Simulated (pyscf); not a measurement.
## Four-centre exchange: `[Cl][In]([Cl])[Cl]` + `[SH2]` → `[ClH]` + `[SH][In]([Cl])[Cl]`

Gas phase, singlet surface, charge 0. Bonds broken: Cl1–In2, S5–H6. Bonds formed: Cl1–H6, In2–S5. PySCF, gas phase, ωB97X-D3(BJ)/def2-SVP geometries.

Transition state (Å):

```xyz
7

Cl     0.2156    -0.3334     1.7924
In    -1.5583    -1.3640     0.2167
Cl    -1.1998    -3.6538     0.1306
Cl    -3.6136    -0.4205     0.7064
S     -0.0688    -0.0859    -1.3151
H      0.4469     0.0322     0.3579
H      0.6871    -1.1710    -1.5863
```

One imaginary mode, 673i cm⁻¹; descent along it reached the two sides named, in the forms told below.

```json
[
 {"bond": "Cl1–In2", "change": "breaks", "reactant side (Å)": "2.337", "saddle": "2.587", "product side": "2.8"},
 {"bond": "S5–H6", "change": "breaks", "reactant side (Å)": "1.350", "saddle": "1.755", "product side": "2.570"},
 {"bond": "Cl1–H6", "change": "forms", "reactant side (Å)": "3.0", "saddle": "1.498", "product side": "1.301"},
 {"bond": "In2–S5", "change": "forms", "reactant side (Å)": "2.7", "saddle": "2.490", "product side": "2.395"}
]
```

Electronic energies relative to the separated reactants (kcal/mol):

```
level                   barrier  reaction energy  reverse barrier
----------------------  -------  ---------------  ---------------
ωB97X-D3(BJ)/def2-TZVP     -2.4             +3.4             -5.8
PBE/def2-TZVP              -2.5             +3.2             -5.7
r²SCAN/def2-TZVP           -3.1             +3.8             -6.9
B3LYP-D3(BJ)/def2-TZVP     -0.1             +3.9             -4.0
PBE0-D3(BJ)/def2-TZVP      -2.7             +3.3             -6.0
M06-2X/def2-TZVP            0.6             +4.9             -4.2
ωB97M-D3(BJ)/def2-TZVP      2.8             +4.3             -1.5
HF/def2-TZVP               19.3             +7.4             11.9
```

With ωB97M-D3(BJ)/def2-TZVP energies and thermal terms (ideal gas, 1 atm, RRHO with modes under 100 cm⁻¹ raised to 100, one conformer, R ln 2 for chiral ones without a mode under 150 cm⁻¹), in kcal/mol:

```
T (K)  ΔH‡   ΔG‡    ΔH    ΔG
-----  ---  ----  ----  ----
298    1.5  12.2  +4.3  +4.0
600    2.0  22.9  +4.8  +3.4
900    2.9  33.1  +5.2  +2.6
1200   3.7  43.1  +5.5  +1.7
```

On the reactant side the descent ends in an adduct with a In–S contact, 20.8 kcal/mol under the separated species and 18.4 kcal/mol under the saddle at ωB97X-D3(BJ)/def2-TZVP. On the product side the descent ends in an adduct with a Cl–In contact, 9.7 kcal/mol under the separated species and 4.0 kcal/mol under the saddle at ωB97X-D3(BJ)/def2-TZVP. At ωB97X-D3(BJ), PBE, r²SCAN, PBE0-D3(BJ) the saddle lies under the separated reactants, which points to a path from their complex (located at ωB97X-D3(BJ) alone). At ωB97X-D3(BJ), PBE, r²SCAN, B3LYP-D3(BJ), PBE0-D3(BJ), M06-2X, ωB97M-D3(BJ) the saddle lies under the separated products, which points to a path from their complex (located at ωB97X-D3(BJ) alone), and parting the products costs more than the saddle. What is counted as formed (In–S) is already present as a longer contact in the reactant adduct; forming that adduct is a step of its own. What is counted as broken (Cl–In) persists as a longer contact in the product adduct; parting that adduct is a step of its own. This is the saddle that the search found; another between the same sides may lie lower. Elements past Kr carry the def2 core potentials, without spin-orbit coupling.
